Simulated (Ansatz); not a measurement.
Relaxation of C₃H₇NO (12 atoms, charge 0, multiplicity 1), to a largest force component of 0.02 eV/Å in at most 50 steps.

All numbers below come from RKS PBE0-D4/def2-SVP in Ansatz 0.2.0.

```xyz
12
Properties=species:S:1:pos:R:3
C -0.707 0.648 0.197
C -0.321 -0.394 1.144
O 0.397 -1.304 0.321
C 0.974 -0.534 -0.783
N 0.420 0.818 -0.686
H -1.017 1.641 0.691
H -1.587 0.359 -0.405
H -1.120 -0.896 1.602
H 0.348 0.013 1.970
H 1.996 -0.573 -0.775
H 0.520 -2.222 -0.027
H 0.179 1.187 -1.570
```

**Question.** Where does it end, and by what steps?

**Answer.** The forces met the threshold. After 27 steps the energy has fallen by 3.401 eV; C4 moved furthest, 1.21 Å. Parted: O3–C4 (1.46 → 3.19 Å).

| step | energy less start (eV) | largest force component (eV/Å) | accepted |
| --- | --- | --- | --- |
| 0 | 0.0000 | 4.315 | yes |
| 1 | -0.9723 | 1.619 | yes |
| 2 | -1.2219 | 1.561 | yes |
| 3 | -1.3786 | 3.353 | yes |
| 4 | -1.5962 | 1.382 | yes |
| 5 | -1.8110 | 0.893 | yes |
| 6 | -2.0214 | 1.896 | yes |
| 7 | -2.3540 | 1.504 | yes |
| 8 | -2.7111 | 1.640 | yes |
| 9 | -3.0158 | 1.445 | yes |
| 10 | -3.2205 | 0.897 | yes |
| 11 | -3.2136 | 0.991 | no |
| 12 | -3.2859 | 0.154 | yes |
| 13 | -3.3090 | 0.142 | yes |
| 14 | -3.3239 | 0.341 | yes |
| 15 | -3.3374 | 0.610 | yes |
| 16 | -3.3639 | 0.400 | yes |
| 17 | -3.3389 | 0.810 | no |
| 18 | -3.3795 | 0.213 | yes |
| 19 | -3.3870 | 0.106 | yes |
| 20 | -3.3914 | 0.234 | yes |
| 21 | -3.3956 | 0.300 | yes |
| 22 | -3.3942 | 0.242 | no |
| 23 | -3.3990 | 0.159 | yes |
| 24 | -3.3995 | 0.060 | yes |
| 25 | -3.4007 | 0.041 | yes |
| 26 | -3.4010 | 0.023 | yes |
| 27 | -3.4011 | 0.012 | yes |

```xyz
12
Properties=species:S:1:pos:R:3
C -0.619 0.415 0.035
C -0.185 -0.551 1.116
O 0.161 -1.821 0.645
C 1.680 0.416 -1.040
N 0.434 0.784 -0.924
H -0.997 1.338 0.509
H -1.468 -0.013 -0.531
H -0.994 -0.591 1.872
H 0.705 -0.154 1.631
H 1.880 -0.322 -0.232
H -0.607 -2.208 0.210
H 0.091 1.453 -1.615
```

Run time: 94 s on 2 threads of Intel(R) Xeon(R) Platinum 8488C (Sapphire Rapids), on a shared host, peak memory 0.25 GiB.
